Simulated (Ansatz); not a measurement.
in.yaml

```yaml
crystal:
  periodic: [false, false, false]
  atoms:
    - {symbol: B, position_ang: [-1.284380, 0.000000, 0.000000]}
    - {symbol: H, position_ang: [-1.881114, 1.033571, 0.000000]}
    - {symbol: H, position_ang: [-1.881114, -1.033571, 0.000000]}
    - {symbol: H, position_ang: [-0.090915, 0.000000, 0.000000]}
    - {symbol: N, position_ang: [1.268620, 0.000000, 0.000000]}
basis:
  gaussian: {orbitals: cc-pVDZ}
magnetization: {spin_polarized: true, initial_magnetization: 3}
hamiltonian: {pseudopotentials: {relativity: scalar}}
correlation: {method: mp2, electrons: valence}
```

```sh
$ ansatz run in.yaml --threads 1 --pin off --events-out ev --progress --plain --max-ram 2393MiB
```

The program prints:

```
397 factors; integrals over basis functions are off by at most 1.2e-3 eV
mean field evaluation 1: about -2196.2217 eV, gradient 1.0e1 eV
mean field evaluation 2: about -2196.2220 eV, gradient 1.0e1 eV
mean field evaluation 4: about -2197.4026 eV, gradient 1.0e0 eV
mean field evaluation 8: about -2197.4222 eV, gradient 7.2e-4 eV
mean field -2197.42220879 eV, -80.7537767067 hartree, gradient 3.0e-6 eV, S^2 3.764318; 0 other end points of the search recorded, 0 dependent functions left out
2 core orbitals not correlated: weight in the atoms' cores, before any rotation towards them, 1.000 or more for the frozen orbitals, at most 0.000 for the correlated occupied ones
reference -2197.42220879 eV, -80.7537767067 hartree; 7, 4 occupied and 34, 37 virtual orbitals, 397 factors
second order -4.77624599 eV of doubles, -0.00000000 eV of singles
Total energy: -2202.19845478 eV, -80.9293005096 hartree
Relativity: scalar
```

Ran on 1 thread of Arm Neoverse V2, shared host: 0.15 s wall, 0.07 GiB peak host memory.
